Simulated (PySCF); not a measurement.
## Excitation energies in several basis sets

Compound: C3H5FOS.
SMILES with atom numbers: `[O:1]=[S@@:2]1[CH2:3][CH2:4][C@H:5]1[F:6]` (hydrogens: H7, H8 on C3; H9, H10 on C4; H11 on C5)

Geometry (PBE0-D3(BJ)/def2-SVP, Å), atoms numbered from 1 in this order:
```
atom  x, y, z in Å
O1     0.5959    1.8406   -1.7264
S2    -0.1232    1.4197   -0.4882
C3     0.9141    0.3141    0.5954
C4    -0.2386   -0.6761    0.7203
C5    -0.8287   -0.3121   -0.6295
F6    -2.1607   -0.4313   -0.7841
H7     1.7326   -0.0452   -0.0465
H8     1.3114    0.7897    1.5006
H9     0.0189   -1.7334    0.8753
H10   -0.9410   -0.3667    1.5101
H11   -0.2979   -0.7643   -1.4858
```

TDDFT with PBE0 (PySCF), vertical singlets, core orbitals frozen in the response, spherical d and f functions. One conformer (not necessarily the lowest) at the PBE0-D3(BJ)/def2-SVP geometry, without solvent, vibrations or thermal averaging.

```
      basis  functions  diffuse  S1 (eV)  S2 (eV)  S3 (eV)  S4 (eV)  S5 (eV)  LUMO (eV)  α (au)
     6-31G*         98       no     5.42     5.85     6.68     6.90     7.75       0.41    49.8
   def2-SVP        113       no     5.42     5.87     6.74     6.85     7.32       0.34    50.1
    6-31+G*        122      yes     5.25     5.57     6.44     6.46     6.57      -0.31    56.8
  def2-SVPD        173      yes     5.32     5.65     6.53     6.59     6.67      -0.26    59.8
aug-cc-pVDZ        187      yes     5.22     5.48     6.05     6.27     6.38      -0.37    60.8
  def2-TZVP        222       no     5.34     5.56     6.46     6.72     7.02      -0.05    56.7
 def2-TZVPD        282      yes     5.25     5.43     6.34     6.35     6.53      -0.33    60.8
```

Task: How much do these states and the polarisability depend on the basis?

Result: States are compared by their number. Against the largest diffuse basis here (def2-TZVPD, itself not a converged limit), sets without diffuse functions differ by up to 0.17 eV in S1 and 1.22 eV in S5; the smaller diffuse sets differ by up to 0.07 and 0.15 eV. State by state, the largest deviation of a set without diffuse functions is S1 0.17, S2 0.44, S3 0.40, S4 0.55, S5 1.22 eV. The same number needn't mean the same state in each row. Against def2-TZVPD the polarisability deviates by -18% in 6-31G*, -18% in def2-SVP, -7% in 6-31+G*, -2% in def2-SVPD, 0% in aug-cc-pVDZ, -7% in def2-TZVP. A single + in a Pople set puts diffuse functions on heavy atoms only.
